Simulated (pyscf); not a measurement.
Thermochemistry of product channels of `[CH2]=[C]=[CH2]` + `[O]` [triplet] on the triplet surface, in kcal/mol, from CCSD(T)/def2-TZVPP + ΔMP2(QZVPP) energies (ideal gas, 1 atm, RRHO with modes under 100 cm⁻¹ raised to 100, one conformer, R ln 2 for rigid chiral ones). Optimised with ωB97X-D3(BJ)/def2-SVP in PySCF. Correlated levels are frozen-core, on RHF or UHF. ΔMP2 is the change of the MP2 total energy from the triple- to the quadruple-zeta basis.

| products | ΔE | ΔH(298 K) | ΔG(600 K) | ΔG(1200 K) |
|---|---|---|---|---|
| `[CH2]=[O]` + `[C]=[CH2]` [triplet] | +18.1 | +16.4 | +9.4 | +3.8 |
| `[CH][C]([CH3])=[O]` [triplet] | -54.7 | -53.5 | -39.3 | -24.9 |
| `[CH2]` [triplet] + `[CH2]=[C]=[O]` | -18.8 | -22.0 | -28.1 | -34.0 |
| `[CH3][C][CH]=[O]` [triplet] | -53.4 | -52.1 | -38.5 | -24.5 |
| `[CH]#[C][CH]=[O]` + `[H]` [doublet] + `[H]` [doublet] | +42.3 | +33.0 | +17.0 | -1.2 |

These are energies of the channels, which say nothing of barriers. :C=CH₂ [triplet] lies 93.9 kcal/mol over its isomer HC≡CH, and others may lie lower still (electronic energy, ωB97M-D3(BJ)). :HC–C(CH₃)=O [triplet] lies 67.1 kcal/mol over its isomer H₃C–CH=C=O, and others may lie lower still (electronic energy, ωB97M-D3(BJ)). :C=CH₂ [triplet] is an excited spin state, 50.2 kcal/mol over the singlet at ωB97X-D3(BJ). The CCSD(T) − MP2 part came from Ansatz, without density fitting, on the same reference. An open-shell T1 diagnostic exceeds 0.045. A UHF reference is spin-contaminated (<S²> up to 2.35), which harms MP2 most. Left out: orbital degeneracy and the spin-orbit lowering of O.
